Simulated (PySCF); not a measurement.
Compound: C4H7Cl.
InChI=1S/C4H7Cl/c1-2-3-4-5/h2-3H,4H2,1H3/b3-2+

Computed, not measured: TDDFT CAM-B3LYP/def2-SVPD, vertical, gas phase, core orbitals frozen in the response in PySCF. Isolated species at its PBE0-D3(BJ)/def2-SVP geometry (one conformer only). Torsions of this conformer, `[CH3:1]/[CH:2]=[CH:3]/[CH2:4][Cl:5]`: C2–C3–C4–Cl5 117°.

Each state is given a Gaussian of 0.4 eV full width at half maximum, with ε(max) = 2.175×10⁸ f / Δν̃ (Δν̃ the width in cm⁻¹). The width is an assumption, not a result. The curve ends short of the highest state used, and states not computed would add to its high-energy end.

(E (eV), ε (L mol⁻¹ cm⁻¹)): (6.13, 44), (6.19, 142), (6.24, 346), (6.30, 899), (6.36, 2062), (6.42, 4174), (6.48, 7461), (6.53, 11009), (6.59, 15679), (6.65, 19763), (6.71, 22121), (6.76, 22314), (6.82, 20641), (6.88, 17891), (6.94, 15380), (6.99, 14165), (7.05, 13962), (7.11, 14699), (7.17, 15569), (7.23, 15811), (7.28, 15215), (7.34, 13528), (7.40, 11120), (7.46, 8548), (7.51, 6665), (7.57, 4991), (7.63, 3982), (7.69, 3444), (7.74, 3166), (7.80, 2876)

Question: Locate the maxima and give the states behind the curve.

Answer: 184 nm (6.74 eV), ε about 22000, made up of S1 (97%); 172 nm (7.22 eV), ε about 16000, made up of S3 (47%) and S4 (51%) (ε in L mol⁻¹ cm⁻¹; maxima over ε = 5, shares over 10%). The states used: S1 6.73 eV (f 0.324); S2 6.91 eV (f 0.0015); S3 7.13 eV (f 0.123); S4 7.31 eV (f 0.140); S5 7.59 eV (f 0.0049); S6 7.75 eV (f 0.036); S7 8.12 eV (f 0.013); S8 8.20 eV (f 0.0097); S9 8.27 eV (f 0.032); S10 8.40 eV (f 0.0064).

Question: Coming from long wavelengths, where does ε first pass 100 L mol⁻¹ cm⁻¹?

Answer: At about 201 nm (6.17 eV), 0.56 eV below S1.

Question: What would ε be at 6.74 eV, the highest of these maxima, with half the width (0.2 eV)?

Answer: About 43300 L mol⁻¹ cm⁻¹ against 22400, a factor of about 1.9; a lone state at its own centre would give exactly 2.

Question: On this curve, what absorbance would a 10⁻⁵ mol/L sample give at 193 nm over a 1 cm path?

Answer: 193 nm is 6.424 eV, where ε is about 4400 L mol⁻¹ cm⁻¹, so A = ε c l ≈ 0.044 (Beer–Lambert, with the gas-phase spectrum and the assumed width).

The vertical ionisation energy (ΔSCF) is 9.64 eV, 1.24 eV above S10.
